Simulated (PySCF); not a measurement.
H₂O₂. Atoms are numbered in the order given.

```xyz
4

O      0.1403    -0.7170     0.0000
O     -0.1403     0.7170     0.0000
H     -0.7681    -1.0474     0.0000
H      0.7681     1.0474     0.0000
```

The structure is a stationary point at B3LYP-D3(BJ)/def2-TZVP. The geometry has at least one imaginary mode, so it is a saddle point at that level.

Computed with PBE/def2-TZVPD run with PySCF.

Symmetry labels are those of the subgroup C2h that the program uses (full group C2h).

Q: List the valence orbital energies around the gap with their symmetry. (The exact figures need the calculation; the answer reports its results.)

A: 
| orbital | symmetry | energy (eV) |
|---|---|---|
| HOMO−7 | Ag | -511.90 |
| HOMO−6 | Ag | -28.11 |
| HOMO−5 | Bu | -22.57 |
| HOMO−4 | Ag | -13.00 |
| HOMO−3 | Bu | -12.55 |
| HOMO−2 | Au | -9.52 |
| HOMO−1 | Ag | -8.92 |
| HOMO | Bg | -5.73 |
| LUMO | Bu | -1.49 |
| LUMO+1 | Ag | -0.44 |
| LUMO+2 | Bu | 0.59 |
| LUMO+3 | Bu | 1.59 |
